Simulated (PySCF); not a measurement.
# Electric field gradients and quadrupole coupling constants

Compound: diaminoborane, BH5N2.
Structure used (PBE0-D3(BJ)/def2-SVP), in Å, numbered top down from 1:
```
atom  x, y, z in Å
N1     1.2342   -0.2483    0.0479
B2     0.0127    0.4451    0.1883
N3    -1.2382   -0.1054   -0.1651
H4     1.3206   -1.1883   -0.3137
H5     2.1155    0.1683    0.3060
H6     0.0395    1.5731    0.6356
H7    -1.3681   -1.0347   -0.5411
H8    -2.0981    0.4090   -0.0516
```

Field gradients from the PBE0/pcSseg-1 density (PySCF, non-relativistic), principal values in atomic units, ordered |Vxx| ≤ |Vyy| ≤ |Vzz|:

```tsv
atom	Vxx	Vyy	Vzz
N1	0.2249	0.6242	-0.8491
B2	-0.1548	-0.1801	0.3349
N3	0.2249	0.6243	-0.8492
```

Question: Find the asymmetry η = (Vxx − Vyy)/Vzz and the couplings χ = eQV/h (234.96 MHz × Q in barn × V in au), with Q(14N) = 0.02044 b, Q(11B) = 0.04059 b.

Answer: 
```
atom             environment  nucleus     η  χzz (MHz)  χxx (MHz)  χyy (MHz)
  N1    boron-bound nitrogen      14N  0.47     -4.078      1.080      2.998
  B2  three-coordinate boron      11B  0.08      3.194     -1.476     -1.717
  N3    boron-bound nitrogen      14N  0.47     -4.078      1.080      2.998
```

The tensor is traceless: Vxx + Vyy + Vzz = 0.

Question: What is Vzz at B2 in SI units (1 au = 9.71736 × 10²¹ V/m²)?

Answer: 0.3349 au = 3.254 × 10²¹ V/m².

Question: What couplings would deuterons (Q(2H) = 0.00286 b) have in place of the hydrogens, at this geometry?

Answer: 
```tsv
atom	bonded to	bond length (Å)	Vzz (au)	η	χzz (kHz)
H4	N1	1.011	0.4158	0.17	279
H5	N1	1.008	0.4202	0.17	282
H6	B2	1.214	0.1981	0.03	133
H7	N3	1.011	0.4157	0.17	279
H8	N3	1.008	0.4203	0.17	282
```

Isolated species at its PBE0-D3(BJ)/def2-SVP geometry, gas phase. These gradients aren't converged with respect to the basis.

These values come from a run that also computed NMR shieldings. On x86-64 server, one thread, on a shared host, this took 2.3 s wall.
